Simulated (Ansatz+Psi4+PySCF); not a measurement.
doublet BCl(+): levels of theory in one basis

```xyz
2

B     0.0000    0.0000    0.0033
Cl    0.0000    0.0000    2.0607
```

Basis set: cc-pVTZ on B; cc-pV(T+d)Z on Cl (spherical functions). Correlated methods keep 6 orbitals frozen. Correlation on ROHF uses semicanonical orbitals with singles. Charge 1, multiplicity 2.

Computed with Ansatz (development build ahead of 0.2.0) and Psi4 1.11; each method stands on the lowest determinant of its kind that the runs found.

```tsv
method	E − E(ROHF) (eV)	<S²> of the determinant
ROHF	0.00	0.75
UHF	-0.21	0.82
ROHF-MP2	-6.28	–
```

(1) What does UHF-MP2 give on the same scale?

Results:

(1) -6.20 eV.

Caution for ROHF-MP2, UHF-MP2: bonds are stretched, where a single reference can fail.
